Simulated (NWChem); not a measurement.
All runs are NWChem calculations. System: B (-1), charge -1, spin multiplicity 3. Its SCF solution wasn't tested for a lower state. Level: UHF/def2-TZVPD.

Part of the output:

```
             Northwest Computational Chemistry Package (NWChem) 7.3.0
             --------------------------------------------------------

                                NWChem Input Module
                                -------------------

 Scaling coordinates for geometry "geometry" by  1.889725989
 (inverse scale =  0.529177249)

                             Geometry "geometry" -> ""
                             -------------------------

 Output coordinates in angstroms (scale by  1.889725989 to convert to a.u.)

  No.       Tag          Charge          X              Y              Z
 ---- ---------------- ---------- -------------- -------------- --------------
    1 B                    5.0000     0.00000000     0.00000000     0.00000000

 Effective nuclear repulsion energy (a.u.)       0.0000000000

            Nuclear Dipole moment (a.u.)
            ----------------------------
        X                 Y               Z
 ---------------- ---------------- ----------------
     0.0000000000     0.0000000000     0.0000000000

      Symmetry information
      --------------------

 Group name             D2h
 Group number             26
 Group order               8
 No. of unique centers     1

      Symmetry unique atoms

     1


 Summary of "ao basis" -> "" (spherical)
 ------------------------------------------------------------------------------
       Tag                 Description            Shells   Functions and Types
 ---------------- ------------------------------  ------  ---------------------
 *                         def2-tzvpd                 on all atoms

 Summary of "ao basis" -> "ao basis" (spherical)
 ------------------------------------------------------------------------------
       Tag                 Description            Shells   Functions and Types
 ---------------- ------------------------------  ------  ---------------------
 B                         def2-tzvpd               13       37   6s3p3d1f

                                 NWChem SCF Module
                                 -----------------

  ao basis        = "ao basis"
  functions       =    37
  atoms           =     1
  alpha electrons =     4
  beta  electrons =     2
  charge          =  -1.00
  wavefunction    = UHF
  use symmetry    = T
  symmetry adapt  = T

 Summary of "ao basis" -> "ao basis" (spherical)
 ------------------------------------------------------------------------------
       Tag                 Description            Shells   Functions and Types
[...]
   Bfn.  Coefficient  Atom+Function         Bfn.  Coefficient  Atom+Function
  ----- ------------  ---------------      ----- ------------  ---------------
    28      0.924080  1 B  d  0              30      0.533518  1 B  d  2

                     UHF Final Beta Molecular Orbital Analysis
                     -----------------------------------------

 Vector    2  Occ=1.000000D+00  E=-1.339027D-01  Symmetry=ag
              MO Center= -2.8D-33,  1.2D-32, -3.2D-32, r^2= 1.7D+00
   Bfn.  Coefficient  Atom+Function         Bfn.  Coefficient  Atom+Function
  ----- ------------  ---------------      ----- ------------  ---------------
     4      0.440441  1 B  s                  3      0.357858  1 B  s
     5      0.241130  1 B  s                  2     -0.205567  1 B  s

 Vector    3  Occ=0.000000D+00  E= 2.092515D-01  Symmetry=ag
              MO Center= -4.7D-17, -3.4D-15,  1.6D-13, r^2= 1.5D+01
   Bfn.  Coefficient  Atom+Function         Bfn.  Coefficient  Atom+Function
  ----- ------------  ---------------      ----- ------------  ---------------
     5      3.331011  1 B  s                  6     -3.096634  1 B  s
     4     -0.970405  1 B  s                  3      0.319821  1 B  s

 Vector    4  Occ=0.000000D+00  E= 2.824177D-01  Symmetry=b3u
              MO Center=  4.6D-16,  1.0D-16, -1.5D-15, r^2= 5.0D+00
   Bfn.  Coefficient  Atom+Function         Bfn.  Coefficient  Atom+Function
  ----- ------------  ---------------      ----- ------------  ---------------
    13      0.965545  1 B  px                 7      0.208972  1 B  px

 Vector    5  Occ=0.000000D+00  E= 3.134895D-01  Symmetry=b1u
              MO Center= -5.0D-15, -1.0D-14,  2.5D-13, r^2= 5.4D+00
   Bfn.  Coefficient  Atom+Function         Bfn.  Coefficient  Atom+Function
  ----- ------------  ---------------      ----- ------------  ---------------
    15      1.033061  1 B  pz                 9      0.195282  1 B  pz

 center of mass
 --------------
 x =   0.00000000 y =   0.00000000 z =   0.00000000

 moments of inertia (a.u.)
 ------------------
           0.000000000000           0.000000000000           0.000000000000
           0.000000000000           0.000000000000           0.000000000000
           0.000000000000           0.000000000000           0.000000000000

  Mulliken analysis of the total density
  --------------------------------------

    Atom       Charge   Shell Charges
 -----------   ------   -------------------------------------------------------
    1 B    5     6.00   0.92  1.06  0.60  0.88  0.44  0.10  0.50  0.63  0.87  0.00  0.00  0.00  0.00

  Mulliken analysis of the alpha density
  --------------------------------------

    Atom       Charge   Shell Charges
 -----------   ------   -------------------------------------------------------
    1 B    5     4.00   0.46  0.53  0.31  0.45  0.22  0.02  0.50  0.63  0.87  0.00  0.00  0.00  0.00

   Mulliken analysis of the beta density
   -------------------------------------

    Atom       Charge   Shell Charges
 -----------   ------   -------------------------------------------------------
    1 B    5     2.00   0.46  0.53  0.29  0.42  0.22  0.08  0.00 -0.00  0.00  0.00  0.00  0.00  0.00

   Mulliken analysis of the spin density
   -------------------------------------

    Atom       Charge   Shell Charges
 -----------   ------   -------------------------------------------------------
    1 B    5     2.00  -0.00 -0.00  0.02  0.03  0.01 -0.06  0.50  0.63  0.87  0.00  0.00  0.00  0.00

       Multipole analysis of the density wrt the origin
       ------------------------------------------------

     L   x y z        total         alpha         beta         nuclear
     -   - - -        -----         -----         ----         -------
     0   0 0 0     -1.000000     -4.000000     -2.000000      5.000000

     1   1 0 0     -0.000000     -0.000000     -0.000000      0.000000
     1   0 1 0     -0.000000      0.000000     -0.000000      0.000000
     1   0 0 1     -0.000000      0.000000     -0.000000      0.000000

     2   2 0 0     -7.821448     -5.468846     -2.352603      0.000000
     2   1 1 0      0.000000     -0.000000      0.000000      0.000000
     2   1 0 1      0.000000     -0.000000      0.000000      0.000000
     2   0 2 0    -11.632503     -9.625319     -2.007183      0.000000
     2   0 1 1      0.000000     -0.000000      0.000000      0.000000
     2   0 0 2    -11.632503     -9.625319     -2.007183      0.000000

 Task  times  cpu:        0.1s     wall:        0.1s

 Total times  cpu:        0.1s     wall:        0.1s
```

### Question
Write an NWChem input that would produce this output.

### Answer
Several could match; the one computed here: 
```
start mol
memory heap 200 mb stack 900 mb global 1100 mb
charge -1
geometry units angstroms nocenter noautoz
  B      0.000000     0.000000     0.000000
  symmetry group D2h
end
basis spherical
  * library def2-tzvpd
end
scf
  uhf
  nopen 2
  maxiter 100
  thresh 1e-7
  semidirect memsize 60000000 filesize 0
  # guess.movecs holds the orbitals of an unrestricted PBE0 run
  vectors input guess.movecs output mol.movecs
end
task scf energy
```
